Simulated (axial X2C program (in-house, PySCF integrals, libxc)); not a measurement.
Spin–orbit effects along a row: molecules with Li, PBE0

All values come from calculations with an axial X2C code built on PySCF integrals, spin-free (one-electron X2C) or two-component (2c: spin–orbit coupling with atomic mean-field Coulomb and Gaunt terms, which also bring small scalar terms), in Dyall basis sets with cores contracted in-house; open shells are unrestricted.

Basis sets: Li dyall-cv3z, Mg dyall-cv3z, Na dyall-cv3z, P dyall-v3z, S dyall-av3z, Si dyall-v3z.

| molecule | spin-free state | Re (Å) | ωe (cm⁻¹) | De (eV) | 2c state | Re 2c (Å) | ωe 2c (cm⁻¹) | De 2c (eV) |
| --- | --- | --- | --- | --- | --- | --- | --- | --- |
| LiNa | M_S = 0, Λ = 0 | 2.919 | 253.7 | 0.75 | Ω = 0 | 2.919 | 253.7 | 0.75 |
| LiMg | M_S = 1/2, Λ = 0 | 3.082 | 200.1 | 0.27 | Ω = 1/2 | 3.082 | 200.1 | 0.27 |
| LiSi | M_S = 3/2, Λ = 0 | 2.365 | 450.3 | 1.82 | Ω = 3/2 | 2.365 | 450.2 | 1.82 |
| LiP | M_S = 1, Λ = 0 | 2.324 | 492.3 | 1.77 | Ω = 1 | 2.324 | 492.2 | 1.77 |
| LiS | M_S = 1/2, Λ = 1 | 2.148 | 580.8 | 3.04 | Ω = 3/2 | 2.149 | 580.6 | 3.06 |

Each entry is the lowest single determinant of a limited PBE0 search at one distance. De goes to single-determinant-based atoms at the same level (for ions the charge split of lowest energy) and is withheld (n/a) where an atom does not fit its ground term or J level. Main or longest-lived isotopes. One determinant is a doubtful description, or other states lie close, for LiSi, LiP; these need not be ground states, and all values refer to the states named. Some open-shell Ω = 0 determinants are out of reach, so the Ω given for LiP need not be the lowest component. With several unpaired electrons the Ω given is that of one determinant, not necessarily of the lowest component. Some light 2c atoms are not at their ground J level, so De misses part of their lowering (0.04 eV or less). The functionals have no current term, which raises determinants with orbital currents.
